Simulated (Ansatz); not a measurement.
Zinc-blende GaSb, treated with r²SCANh (Ansatz, a quantum-chemistry and plane-wave program, plane waves, PAW).

Total energies, extrapolated to zero smearing (they compare only within this program, potentials and cutoff):

| system | energy (eV/atom) |
|---|---|
| zinc-blende GaSb, relaxed | -5144.6978 |
| α-phase Ga | -3789.7852 |
| rhombohedral A7 Sb | -6499.0807 |

Work out the formation enthalpy per atom.

ΔH_f ≈ ΔE = -5144.6978 − [1 × (-3789.7852) + 1 × (-6499.0807)]/2 = -0.265 eV/atom (0 K, no vibrations). The reference value is -0.22 eV/atom (measured, 298 K, no zero-point or thermal correction; as tabulated in Zhang et al. (2018), doi:10.1038/s41524-018-0065-z), a difference of -0.045 eV/atom.

Spin–orbit coupling is left out; its size isn't shown.

The PAW data were made under PBE.
